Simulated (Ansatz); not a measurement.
SnSe (Pnma, No. 62), treated with r²SCAN+rVV10 (plane waves, PAW; Ansatz, a program for electronic structure).

Run with plane-wave cutoff 560 eV, 4×8×8 k mesh (along the axes of the cell as run), Fermi–Dirac smearing 0.01 eV, scalar-relativistic PAW data made under PBE.

Cell (relaxed at this level):

Space group Pnma (No. 62); a = 11.526 Å, b = 4.121 Å, c = 4.578 Å, α = 90.00°, β = 90.00°, γ = 90.00°

```tsv
atom	site	symmetry	x	y	z
Sn	4c	.m.	0.1178	0.7500	0.1162
Se	4c	.m.	0.1464	0.2500	0.5143
```

Task: Estimate the band gap that the calculation returns.

Result: 
* **band gap**: 1.04 eV (on the SCF k mesh)

Spin–orbit coupling is not included.

Static lattice: no zero-point or thermal effects.

Computing time: around 22 core-minutes (rough).
